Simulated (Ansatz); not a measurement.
The same path of CH₅AlN (8 atoms, charge -1, multiplicity 1) was run twice with different band settings. The coordinate that changes most is the dihedral H4–C1–Al2–N3.

Theory: RKS B3LYP-D4/def2-SVP (Ansatz).

Relaxed end points:

```xyz
8
Properties=species:S:1:pos:R:3
C -0.792 0.804 -1.212
Al -0.098 0.363 0.429
N 0.693 -1.249 0.901
H -0.813 0.152 -2.103
H -1.340 1.745 -1.395
H -0.043 1.341 1.733
H 1.533 -1.215 1.479
H 0.860 -1.940 0.169
```

```xyz
8
Properties=species:S:1:pos:R:3
C -1.297 0.485 -0.912
Al 0.039 0.450 0.346
N 1.417 -0.788 0.463
H -2.032 1.306 -0.983
H -1.424 -0.235 -1.740
H 0.214 1.499 1.583
H 1.696 -1.110 1.389
H 1.388 -1.607 -0.145
```

Common settings: movable images 7; climbing image yes; spring 5.0 eV/Å²; optimiser quadratic models (default); start path IDPP; force threshold 0.05 eV/Å; end points relaxed.

| run | iteration limit |
| --- | --- |
| 1 | 60 |
| 2 | 6 |

Problem. What does each run give, and how far can it be trusted?

Solution. Run 1: converged after 9 iterations, highest image 0.603 eV above the first end. A vibrational analysis at the climbing image gives one clearly imaginary mode, 488i cm⁻¹: a first-order saddle point.
Run 2: not converged after 6 iterations, highest image 0.608 eV above the first end. The band didn't meet its force threshold, so its energies are provisional: the largest band force was still 0.15 eV/Å, and over the last iterations the top moved between 0.61 and 0.62 eV.
Limits of this set-up: an anion without diffuse functions, the dipole of an ion depends on the origin.
